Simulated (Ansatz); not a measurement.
**WC (P-6m2)**

All numbers below come from DFT PBE, scalar-relativistic, plane waves, PAW in Ansatz 0.2.0.

Settings: cutoff 420 eV, Γ-centred mesh 18×18×14 on the computed 2-atom cell, Gaussian smearing of 0.10 eV; no spin polarisation.

The structure is relaxed at this level of theory with its symmetry kept.

```cif
data_structure
_symmetry_space_group_name_H-M 'P-6m2'
_symmetry_Int_Tables_number 187
_cell_length_a 2.9217
_cell_length_b 2.9217
_cell_length_c 2.8471
_cell_angle_alpha 90.000
_cell_angle_beta 90.000
_cell_angle_gamma 120.000
_cell_volume 21.05
loop_
_atom_site_label
_atom_site_type_symbol
_atom_site_symmetry_multiplicity
_atom_site_Wyckoff_symbol
_atom_site_fract_x
_atom_site_fract_y
_atom_site_fract_z
_atom_site_occupancy
W1 W 1 a 0.00000 0.00000 0.00000 1
C1 C 1 f 0.66667 0.33333 0.50000 1
```

- Space group: P-6m2 (No. 187)
- Volume per atom: 10.52 Å³
- Formation energy from the elements' standard states (uncorrected): -0.145 eV/atom
- Kohn–Sham band gap: none (metal)
- Density of states at the Fermi level: 0.30 states/eV per cell
- Löwdin character within 0.5 eV of the Fermi level: W 5d 73 %, C 2p 21 %
- Bader charges (e): W (1 in the cell) 1.42, C (1 in the cell) -1.42

Spin-orbit coupling is left out, which matters for the bands of heavy elements.